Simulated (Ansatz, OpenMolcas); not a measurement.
## P2 (diphosphorus): methods side by side

The species is P2 (2 atoms), meant as a singlet with charge 0. SMILES: `P#P`. The bond length is the measured one.

```xyz
2

P     0.0000    0.0000    0.0000
P     0.0000    0.0000    1.8934
```

Each level gives the energy change with the P1–P2 bond stretched from 1.893 to 3.787 Å (eV). The values are calculated.

```
                        level                    kind     program  value (eV)  less FCI/STO-3G  CPU time (all runs)
     HF/STO-3G (unrestricted)            Hartree–Fock  OpenMolcas        0.49            -4.02                3.2 s
     BLYP/STO-3G (restricted)                     GGA      Ansatz        9.91            +5.40                1.9 s
   r2SCAN/STO-3G (restricted)                meta-GGA  OpenMolcas       11.03            +6.52                4.7 s
    BHLYP/STO-3G (restricted)           global hybrid      Ansatz       11.48            +6.97                1.8 s
  wB97M-V/STO-3G (restricted)  range-separated hybrid      Ansatz       12.05            +7.54                 25 s
    wB97X/STO-3G (restricted)  range-separated hybrid      Ansatz       12.15            +7.64                7.6 s
   B2PLYP/STO-3G (restricted)           double hybrid  OpenMolcas       -1.25            -5.76                4.2 s
    MP2/STO-3G (unrestricted)     perturbation theory      Ansatz        4.70            +0.19               0.55 s
CCSD(T)/STO-3G (unrestricted)   coupled cluster or CI      Ansatz        4.41            -0.10               0.68 s
                   FCI/STO-3G      exact in the basis  OpenMolcas        4.51             0.00                3.6 s
```

FCI/STO-3G is exact within its basis and frozen core, so for wave-function methods in that basis the difference is their error; functionals converge differently with the basis, so for them it is only a difference. The first shape isn't each level's own minimum. The values span -1.25 to 12.15 eV. Spin contamination of the reference (⟨S²⟩ at least 0.1 too high) touches HF/STO-3G, MP2/STO-3G, CCSD(T)/STO-3G. All rows use very small basis sets, so none should be taken for the real molecule's value. In so small a basis fixed costs decide the times, and correlated methods can beat functionals. Times are those of the runs behind each value, whatever else they computed, on shared processors of several kinds: orders of magnitude only.
